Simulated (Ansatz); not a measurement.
# Cu: Cu vacancy

The calculation used DFT PBE, scalar-relativistic, plane waves, PAW (Ansatz 0.2.0). Run with 420 eV cutoff, 6×6×6 k-mesh, Gaussian smearing of 0.10 eV, no spin polarisation.

Host crystal, relaxed:

```
Cu
1.0
     0.00000    1.81490    1.81490
     1.81490    0.00000    1.81490
     1.81490    1.81490    0.00000
Cu
1
Direct
  0.00000 0.00000 0.00000
```

Supercell of 27 atoms, rows in host cell vectors: 3 -3 0; 3 0 -3; 3 0 0. Atoms relax at the host's cell, keeping the symmetry that the supercell leaves at the site. The cell is small, so energies carry finite-size errors of tenths of an eV. The host is a metal. Atoms are taken from and returned to the elements' standard states.

Defect: Cu vacancy at (0.000, 0.000, 0.000) of the host cell.

Problem. What is the formation energy of the neutral defect?

Solution. 1.10 eV.

Problem. Does the neutral defect carry a moment, and how do its surroundings relax?

Solution. The neutral run had no spin polarisation, so a moment wasn't tested. The nearest neighbours before are 12 Cu at 2.57 Å; after relaxation the atoms near the site are 12 Cu at 2.54 Å; the largest move is 0.02 Å.

Cost: 2 runs of about 8.2 core-minutes in all, on Intel Xeon Processor @ 2.70GHz (shared hosts).